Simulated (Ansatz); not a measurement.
# BSiH5 (triplet): wave-function methods side by side at a displaced geometry (v2), cc-pVDZ

An exercise on one series of results from a longer session: the logs are not shown, and one member is left open.

Program: Ansatz 0.2.0, Gaussian basis. Level of theory: cc-pVDZ, core rule «outside noble gas», up to 6 orbitals frozen. These are calculated values, not measurements.

Plan: UHF; CCSD(T) on ROHF; CCSD(T) on UHF; BCCD(T) on ROHF; CISD as a restricted active space (open shells left free, so some higher excitations enter); CCSDT(Q) on ROHF; CCSDT(Q) on UHF.

23 further runs of the same task are left out: 10 that didn't finish, 13 set aside as unsound or not needed. Runs told in other sessions of the task aren't counted.

### The system

The geometry is a PBE0/def2-TZVP stationary point (not a proven minimum) with its atoms shifted at random (size 0.100 Å).

7 atoms, charge 0, spin multiplicity 3.

Atoms are counted from 1 here; the program's logs count them from 0.

Bond lengths: Si1–B2 2.079 Å, Si1–H3 1.468 Å, Si1–H4 1.424 Å, Si1–H5 1.574 Å, B2–H6 1.226 Å, B2–H7 1.079 Å. Angles: B2–Si1–H3 109.5°, B2–Si1–H4 110.5°, B2–Si1–H5 101.5°, H3–Si1–H4 112.7°, H3–Si1–H5 105.8°, H4–Si1–H5 116.1°, Si1–B2–H6 94.3°, Si1–B2–H7 93.9°, H6–B2–H7 140.1°.

As a file:

```xyz
7
BH5Si
Si    0.02894    0.00684    0.58066
B     0.01031    0.01521   -1.49812
H     0.62088   -1.24791    1.05913
H     0.70399    1.15821    1.07734
H    -1.50697   -0.09161    0.90841
H    -0.29837   -1.16791   -1.59309
H    -0.43644    0.99552   -1.56303
```

The first run:

Contents of in.yaml:

```yaml
crystal:
  periodic: [false, false, false]
  atoms:
    - {symbol: Si, position_ang: [0.028938, 0.006838, 0.580664]}
    - {symbol: B, position_ang: [0.010307, 0.015211, -1.498115]}
    - {symbol: H, position_ang: [0.620883, -1.247908, 1.059127]}
    - {symbol: H, position_ang: [0.703992, 1.158215, 1.077340]}
    - {symbol: H, position_ang: [-1.506967, -0.091613, 0.908414]}
    - {symbol: H, position_ang: [-0.298368, -1.167911, -1.593088]}
    - {symbol: H, position_ang: [-0.436444, 0.995515, -1.563029]}
basis:
  gaussian: {orbitals: cc-pVDZ}
magnetization: {spin_polarized: true, initial_magnetization: 2}
hamiltonian: {xc: hf}
output: {orbitals: {seedname: orbitals}}
```

Run with:

```sh
ansatz run in.yaml --threads 1 --pin off --events-out ev --progress --plain --max-ram 2393MiB
```

Among the steps run: UHF; CCSD(T) on ROHF; CCSD(T) on UHF; BCCD(T) on ROHF; CISD as a restricted active space (open shells left free, so some higher excitations enter); CCSDT(Q) on ROHF; CCSDT(Q) on UHF.

One of the session's tables, all rows but one given; the rest of the session is left out.

It belongs to the step «Misses and costs». 

```
   method  from UCCSDT(Q) (kJ/mol)
     ROHF                   +613.2
      UHF                   +603.3
     RMP2                   +134.5
     UMP2                   +134.4
     CISD                    +63.4
    RCCSD                        ?
    UCCSD                    +16.4
 RCCSD(T)                     +3.5
 UCCSD(T)                     +3.5
  BCCD(T)                     +3.5
   RCCSDT                     +0.5
   UCCSDT                     +0.4
RCCSDT(Q)                     +0.1
UCCSDT(Q)                        0
```

Estimate the missing values for RCCSD.

The run gave: from UCCSDT(Q) (kJ/mol): +16.6. In the column «from UCCSDT(Q) (kJ/mol)» it lies between UCCSD (+16.4) and CISD (+63.4).

Limits of these values: Restricted and unrestricted rows rest on different reference determinants; a gap between their highest levels can come from leftover correlation error, from unlike frozen cores or from another state.
